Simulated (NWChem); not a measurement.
# Basis-set dependence for B (-1)

```
B
```
Charge -1, spin multiplicity 3.

Everything below was run with NWChem.

Hartree-Fock energies in Ha, correlation energies in mHa.

The correlated methods keep 1 core orbital frozen. No SCF solution was tested for a lower state. Open-shell Hartree-Fock references start from PBE0 orbitals. Coupled-cluster values serve here as a point of comparison, not as the truth.

| basis | functions | UHF | UMP2 | SCS-UMP2 | CCSD on ROHF | CCSD[T] on ROHF | CCSD(T) on ROHF | CCSD on UHF | CCSD[T] on UHF | CCSD(T) on UHF | CCSDT on ROHF |
|---|---|---|---|---|---|---|---|---|---|---|---|
| aug-cc-pVDZ | 23 | -24.51954 | -53.4 | -53.6 | -77.7 | -80.8 | -80.7 | -75.3 | -77.9 | -77.8 | -81.3 |
| aug-cc-pVTZ | 46 | -24.52095 | -63.3 | -63.9 | -84.8 | -89.1 | -89.0 | -82.3 | -86.0 | -85.9 | -89.6 |

From aug-cc-pVDZ to aug-cc-pVTZ the Hartree-Fock energy moves by -1.4 mHa and the UMP2 correlation energy by -9.9 mHa, which is 16 % of its value in the larger set.
